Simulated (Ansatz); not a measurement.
Input for Ansatz (development build ahead of 0.2.0):

```yaml
crystal:
  periodic: [false, false, false]
  atoms:
    - { symbol: C, position_ang: [0.00391, -0.06741, 0.067] }
    - { symbol: C, position_ang: [0.88433, 0.89973, 0.94231] }
    - { symbol: C, position_ang: [0.85668, -0.9072, -0.89552] }
    - { symbol: C, position_ang: [-0.94361, 0.83441, -0.85806] }
    - { symbol: C, position_ang: [-0.8602, -0.82772, 0.80697] }
    - { symbol: H, position_ang: [0.29168, 1.5908, 1.53301] }
    - { symbol: H, position_ang: [1.57153, 0.2114, 1.58016] }
    - { symbol: H, position_ang: [1.46512, 1.58457, 0.27771] }
    - { symbol: H, position_ang: [0.20283, -1.5318, -1.526] }
    - { symbol: H, position_ang: [1.55319, -0.23283, -1.59884] }
    - { symbol: H, position_ang: [1.46274, -1.47961, -0.29489] }
    - { symbol: H, position_ang: [-1.47372, 0.22289, -1.5716] }
    - { symbol: H, position_ang: [-1.59363, 1.59527, -0.25561] }
    - { symbol: H, position_ang: [-0.31572, 1.54142, -1.51837] }
    - { symbol: H, position_ang: [-1.53885, -1.61162, 0.31436] }
    - { symbol: H, position_ang: [-0.25262, -1.56991, 1.50398] }
    - { symbol: H, position_ang: [-1.54447, -0.25551, 1.59589] }
basis:
  gaussian: { orbitals: "6-31G" }
hamiltonian:
  xc: hf
correlation:
  method: mp2
  frozen_orbitals: { C: 1, H: 0 }
```

The input is written out in the form of the current development build from the run's settings.

Results

```
Converged                       : yes
Reference energy                : -196.18451 hartree
Correlation energy              : -0.47769 hartree
Total energy                    : -196.66220 hartree
Spin squared of the determinant : 0.000
```

Caution: no unrestricted run beside it, a lower state can exist.
